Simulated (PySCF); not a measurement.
Carbon: a sound run and one with changed settings

Sound run: C [He] 2s2 2p2, C⁺ [He] 2s2 2p1. Calculation: PySCF 2.14, in aug-cc-pVDZ-DK; the spin-free X2C one-electron Hamiltonian (Gaussian nucleus). In the sound run the correlated levels freeze 1s2. The sound run starts from symmetry-adapted Hartree-Fock orbitals and uses a fine grid where one is needed.

Changed run: basis STO-3G, all-electron and non-relativistic. This setting is unsound on purpose.

| species | method | sound run (hartree) | changed run (hartree) | converged |
| --- | --- | --- | --- | --- |
| C | UHF | -37.70269 | -37.19839 | yes |
| C | B3LYP | -37.86957 | -37.35239 | yes |
| C | M06-2X | -37.85422 | -37.35253 | yes |
| C | MP2 | -37.75640 | -37.20823 | yes |
| C | CCSD(T) | -37.77979 | -37.21862 | yes |
| C⁺ | UHF | -37.30535 | -36.87037 | yes |
| C⁺ | B3LYP | -37.44460 | -36.99902 | yes |
| C⁺ | M06-2X | -37.43738 | -37.00670 | yes |
| C⁺ | MP2 | -37.34701 | -36.89090 | yes |
| C⁺ | CCSD(T) | -37.37327 | -36.91145 | yes |

Ionisation energy of C:

```json
{"method": "UHF", "sound run (eV)": "10.812", "changed run (eV)": "8.926"}
{"method": "B3LYP", "sound run (eV)": "11.564", "changed run (eV)": "9.616"}
{"method": "M06-2X", "sound run (eV)": "11.343", "changed run (eV)": "9.411"}
{"method": "MP2", "sound run (eV)": "11.140", "changed run (eV)": "8.635"}
{"method": "SCS-MP2", "sound run (eV)": "11.032", "changed run (eV)": "8.577"}
{"method": "CCSD", "sound run (eV)": "11.046", "changed run (eV)": "8.359"}
{"method": "CCSD(T)", "sound run (eV)": "11.062", "changed run (eV)": "8.359"}
```

A minimal basis cannot let orbitals breathe on ionisation and holds almost no correlation. The Hamiltonian changed with the basis, so the totals do not compare.

For comparison, NIST gives 11.260 eV between the lowest levels.
